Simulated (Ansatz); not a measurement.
A made-up structure of CH$_{3}$AlN (charge +1), closed shell:

```xyz
6
angstrom
C -1.2498 -0.9902 -0.6340
N -0.4201 -0.3329 -0.2131
Al 1.0078 0.7984 0.5112
H -0.2275 -0.5353 0.7679
H 2.3071 0.4764 -0.2798
H 0.3905 1.6609 1.6482
```

It is relaxed with PBE-D4/def2-SVP and then PBE0-D4/def2-TZVP (Ansatz 0.2.0). Atoms count as bonded within 1.22 times the sum of their covalent radii (H–H: 0.88 Å). The end point is not checked to be a true minimum.

Q: Does its bonding change? (A judgement: the text doesn't fix the answer.)

A: Computed: Yes. Formed: C1–Al3; broken: N2–Al3, Al3–H4.

Where it ends: The first stage lowers the energy by 3.29 eV in 28 steps. It ends as CH₃AlN ([NH][C][AlH2]), total charge +1:
```xyz
6
angstrom
C -0.2592 -0.1562 0.3114
N -1.2379 -0.7444 0.3297
Al 1.5320 0.9188 0.2767
H -2.1024 -1.2650 0.3451
H 2.2581 0.5842 -1.0585
H 1.6174 1.7400 1.5959
```

Labels in which every atom is bracketed show which atoms are joined, not bond orders.

For scale, one of the runs: PBE0-D4/def2-TZVP relaxation, 117 basis functions, launched by `ansatz run in.yaml --threads 2 --pin off --events-out ev --progress --plain --max-ram 4352MiB`. Hardware: 2 CPU threads of an Arm Neoverse V1, shared host. Wall time about 8 s.
